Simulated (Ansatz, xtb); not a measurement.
**CHBF: 3 structures ranked**

3 gas-phase structures of CHBF, found in a search over its isomers (lower ones may exist). Each was relaxed with GFN2-xTB:

A. `[B]=CF`, a doublet
B. `[CH]=BF`, a doublet
C. `B=[C]F`, a doublet

Problem. Which do you expect lowest at r2SCAN-D4/def2-SVP, and how would the others follow?

Solution. Calculated order at r2SCAN-D4/def2-SVP: B (0.0), C (198.7), A (284.0) kJ/mol.

Energies above the lowest of each column, in kJ/mol; the last columns are at B3LYP-D4/def2-TZVP geometries:

```json
{"structure": "B", "GFN2-xTB": "0.0", "HF/STO-3G": "0.0", "r2SCAN-D4/def2-SVP": "0.0", "B3LYP-D4/def2-TZVP": "0.0", "CCSD(T)/def2-TZVPP": "0.0"}
{"structure": "C", "GFN2-xTB": "95.0", "HF/STO-3G": "139.7", "r2SCAN-D4/def2-SVP": "198.7", "B3LYP-D4/def2-TZVP": "194.0", "CCSD(T)/def2-TZVPP": "197.8"}
{"structure": "A", "GFN2-xTB": "221.2", "HF/STO-3G": "233.2", "r2SCAN-D4/def2-SVP": "284.0", "B3LYP-D4/def2-TZVP": "288.2", "CCSD(T)/def2-TZVPP": "280.6"}
```

Every level run on B puts it lowest or level with the lowest. Open shells are spin-unrestricted, some with notable spin contamination.

Programs: Ansatz 0.2.0, xtb 6.7.1.
